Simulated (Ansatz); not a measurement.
SrTaNO₂ (I4/mcm, No. 140; cell taken from a computed entry)

Level of theory: PBE0 in Ansatz (PAW).

Run with plane-wave cutoff 460 eV, 6×6×6 k mesh, Fermi–Dirac smearing 0.01 eV, scalar-relativistic PAW data made under PBE.

Cell (relaxed with PBEsol):

```
SrTaNO2
1.0
   -2.79271     2.79271     4.09637
    2.79271    -2.79271     4.09637
    2.79271     2.79271    -4.09637
Sr Ta N O
2 2 2 4
Direct
  0.75000   0.25000   0.50000
  0.25000   0.75000   0.50000
  0.50000   0.50000   0.00000
  0.00000   0.00000   0.00000
  0.75000   0.75000   0.00000
  0.25000   0.25000   0.00000
  0.80194   0.30194   0.10388
  0.19806   0.69806   0.89612
  0.30194   0.19806   0.50000
  0.69806   0.80194   0.50000
```

For SrTaNO₂ (I4/mcm, No. 140; cell taken from a computed entry), the band gap is 2.77 eV (on the SCF k mesh) and the smallest direct gap on the k points sampled is 2.79 eV.

Note: cell and atoms aren't relaxed at this level (pressure 0.8 GPa); this cell isn't known to be the ambient phase, and symmetry holds it in the calculation.

Spin–orbit coupling is not included.

Static lattice: no zero-point or thermal effects.

Ansatz is a first-principles code.
